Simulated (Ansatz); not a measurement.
Job for Ansatz (a first-principles code): R-CAM-B3LYP/def2-TZVPPD on C2H6O (a complex). Files ending in .json are basis or fitting sets from the Basis Set Exchange.

Ansatz 0.2 input:
```yaml
crystal:
  periodic: [false, false, false]
  atoms:
    - {symbol: C, position_ang: [0.01058825, -0.66806246, 1.29820809]}
    - {symbol: C, position_ang: [0.01058825, 0.66806246, 1.29820809]}
    - {symbol: H, position_ang: [0.86863216, 1.23267933, 0.95426815]}
    - {symbol: H, position_ang: [-0.84608285, 1.23258495, 1.64525385]}
    - {symbol: H, position_ang: [-0.84608285, -1.23258495, 1.64525385]}
    - {symbol: H, position_ang: [0.86863216, -1.23267933, 0.95426815]}
    - {symbol: H, position_ang: [-0.79685627, 0.00000000, -2.50911038]}
    - {symbol: O, position_ang: [0.04347445, 0.00000000, -2.04834054]}
    - {symbol: H, position_ang: [-0.19067546, 0.00000000, -1.11576944]}
basis:
  gaussian:
    orbitals: def2-TZVPPD.json
hamiltonian:
  xc: {name: CAM-B3LYP}
scf: {lower_state_search: off}
```

Program output:

```
WARN ansatz: RAYON_NUM_THREADS=1 ignored (pool sized by the plan → 1); use --threads N
Functional definition: CAM-B3LYP
these checks for a lower state are left out or cut short: stability, starts, cluster_reference, orbital_swaps, neighbouring_geometries, increment
integrals: 0.10 GiB planned
886 factors; their error is unknown
integrals: 0.13 GiB planned
320 factors; integrals over basis functions are off by at most 3.9e-5 eV
mean field: 1.08 GiB planned
mean field evaluation 1: about -4211.1509 eV, gradient 6.2e1 eV
mean field evaluation 2: about -4209.0459 eV, gradient 7.3e1 eV
mean field evaluation 4: about -4218.1510 eV, gradient 1.8e0 eV
mean field evaluation 8: about -4218.1590 eV, gradient 2.7e-2 eV
mean field evaluation 16: about -4218.1482 eV, gradient 9.8e-6 eV
mean field -4218.14818675 eV, -155.0140866997 hartree, gradient 8.5e-6 eV, S^2 0.000000; 0 other end points of the search recorded, 0 dependent functions left out
reference -4218.14831875 eV, -155.0140915503 hartree; 13, 13 occupied and 203, 203 virtual orbitals, 886 factors
Total energy: -4218.14831875 eV, -155.0140915503 hartree
Checks for a lower state left out: stability, starts, cluster_reference, orbital_swaps, neighbouring_geometries, increment
```

The calculation finished and met its thresholds.

Cost: roughly 5 core-seconds.
